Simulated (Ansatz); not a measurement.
Born–Oppenheimer molecular dynamics of CH$_{3}$ClF (6 atoms, charge -1, multiplicity 1). It starts from a rough guess of a transition structure, not a stationary point.

The calculation used Ansatz, UKS PBE0/6-31G*.

```
ensemble                      : NVE (velocity Verlet)
time step                     : 0.5 fs
steps asked                   : 150
starting velocities drawn for : 600 K
seed                          : 707918
```

First frame:

```xyz
6
Properties=species:S:1:pos:R:3
F -1.026 0.954 1.211
C -0.093 0.087 0.110
Cl 1.183 -1.102 -1.398
H -0.899 -0.464 -0.329
H 0.306 0.925 -0.426
H 0.529 -0.400 0.833
```

Problem. What does the run give?

Solution. The run went to its last step.

| Item | Value |
| --- | --- |
| steps done | 150 |
| time covered | 75 fs |
| mean temperature over the second half | 1814 K |
| spread of the potential energy over the second half | 32.5 meV per atom |
| mean potential energy of the second half above the start | -104.6 meV per atom |

The conserved energy stayed within 0.43 meV per atom of its start (net change 0.046 meV per atom), so the integration is sound. The system heated up, since it started high on the potential surface and ran downhill. A run of 0.075 ps of so small a system gives no equilibrium averages. The orbitals stay closed-shell, which can raise the energy where a bond breaks towards radicals; this wasn't checked here. Limits of this set-up: an anion without diffuse functions, the dipole of an ion depends on the origin.

Problem. What happens to the structure?

Solution. The step under study would form C2–Cl3 and break F1–C2. These pairs go: C2–Cl3 2.31 → 3.85 Å, F1–C2 1.68 → 1.62 Å. In the last frame they stand as before the step (other bonds may differ from the relaxed reactants and products). It ends as CH3F + Cl (total charge -1). Pairs count as bonded within 1.25 times the sum of covalent radii (0.12 Å more for H–H). This is one draw of velocities; another would differ in detail.

Problem. How do temperature and energy run in time?

Solution. 
| time (fs) | T (K) | potential energy less start (eV) | conserved less start (meV/atom) |
| --- | --- | --- | --- |
| 0.0 | 600 | 0.000 | 0.00 |
| 3.5 | 378 | 0.116 | 0.13 |
| 7.0 | 430 | 0.090 | 0.31 |
| 10.5 | 1339 | -0.381 | 0.10 |
| 14.0 | 2042 | -0.747 | -0.15 |
| 17.5 | 1383 | -0.404 | 0.13 |
| 21.0 | 993 | -0.202 | 0.23 |
| 24.5 | 2058 | -0.755 | -0.25 |
| 28.0 | 2171 | -0.811 | 0.17 |
| 31.5 | 2104 | -0.778 | -0.15 |
| 35.0 | 1655 | -0.546 | -0.08 |
| 38.5 | 1237 | -0.328 | 0.32 |
| 42.0 | 1676 | -0.556 | -0.04 |
| 45.5 | 2258 | -0.858 | -0.08 |
| 49.0 | 2344 | -0.901 | 0.11 |
| 52.5 | 1914 | -0.680 | -0.12 |
| 56.0 | 1546 | -0.489 | 0.08 |
| 59.5 | 2061 | -0.755 | 0.08 |
| 63.0 | 2344 | -0.903 | -0.23 |
| 66.5 | 1706 | -0.571 | 0.15 |
| 70.0 | 1397 | -0.411 | 0.21 |
| 73.5 | 1488 | -0.460 | -0.09 |

The run took 5.4 min on 1 thread of Arm Neoverse V1 (shared host), peak memory 0.12 GiB.
